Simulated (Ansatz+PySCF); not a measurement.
## doublet C₂H₅: levels of theory in one basis

```yaml
atoms:
  - { symbol: C, position_ang: [0.0355, -0.0153, -0.7069] }
  - { symbol: C, position_ang: [-0.0163, 0.0051, 0.7894] }
  - { symbol: H, position_ang: [0.9405, -0.0341, 1.3640] }
  - { symbol: H, position_ang: [-0.9763, 0.0036, 1.3795] }
  - { symbol: H, position_ang: [0.0082, 1.0112, -1.0730] }
  - { symbol: H, position_ang: [0.8502, -0.4669, -1.1516] }
  - { symbol: H, position_ang: [-0.9280, -0.4725, -1.0899] }
```

Basis set: def2-SVP (spherical functions). Left uncorrelated: 2 orbitals. Correlation on ROHF uses semicanonical orbitals with singles. Charge 0, multiplicity 2.

Computed with Ansatz (development build ahead of 0.2.0); each method stands on the lowest determinant of its kind that the runs found.

| method | E − E(ROHF) (eV) | <S²> of the determinant |
| --- | --- | --- |
| ROHF | 0.00 | 0.75 |
| UHF | -0.13 | 0.76 |
| ROHF-MP2 | -7.42 | – |
| UHF-MP2 | -7.41 | 0.76 |
| ROHF-CCSD | -8.40 | – |
| UHF-CCSD | -8.40 | 0.76 |

Question: What does ROHF-CCSD(T) give on the same scale?

Answer: -8.60 eV.

Question: Is a single determinant a sound starting point here?

Answer: By this sign, yes. Unrestricted orbitals gain 0.13 eV and <S²> is 0.76 against 0.75 for a pure state.
